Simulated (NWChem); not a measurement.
## hydrogen fluoride (HF) in NWChem

```
F
H 1 0.9248
```
Charge 0, spin multiplicity 1.

Program: NWChem. All single points use one geometry, from B3LYP/def2-SVP, a minimum by its harmonic frequencies.

The correlated methods keep 1 core orbital frozen. The stability of the SCF solutions was not checked.

Worked example. At B2PLYP/def2-TZVPD the parent has a total energy of -100.43823 Ha and the doublet with one electron less, at the same geometry, -99.84414 Ha. The vertical ionisation energy is their difference.

ΔE = -99.84414 − (-100.43823) = 0.59409 Ha. Times 27.2114 eV/Ha this is 16.17 eV, or 1560 kJ/mol; λ = 1239.84/16.17 = 76.7 nm. No relaxation of the ion's geometry and no zero-point term enter.
